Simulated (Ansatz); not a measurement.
```xyz
13

C    -0.224   -1.504   -0.660
C    -0.359    0.000   -0.890
C     0.631    0.753   -0.031
C     0.176    1.134    1.352
O     1.738    1.013   -0.432
H    -0.928   -2.054   -1.288
H     0.785   -1.840   -0.905
H    -0.428   -1.773    0.379
H    -1.379    0.322   -0.660
H    -0.145    0.238   -1.933
H    -0.315    0.293    1.849
H    -0.569    1.932    1.273
H     1.017    1.485    1.946
```

The species carries charge 0 and has multiplicity 1.

List the PBE/def2-TZVPP orbital energies in eV (the Gaussian-basis code of Ansatz). (Best estimate.)

The calculation gave: Occupied: -509.79, -271.12, -269.13, -269.03, -269.01, -26.01, -19.67, -18.21, -15.90, -12.96, -11.60, -11.37, -10.99, -10.08, -9.89, -9.46, -8.93, -8.56, -8.34, -5.51. Lowest empty: -1.51, 0.26, 1.21, 1.60, 2.01, 2.25, 2.54, 2.58.
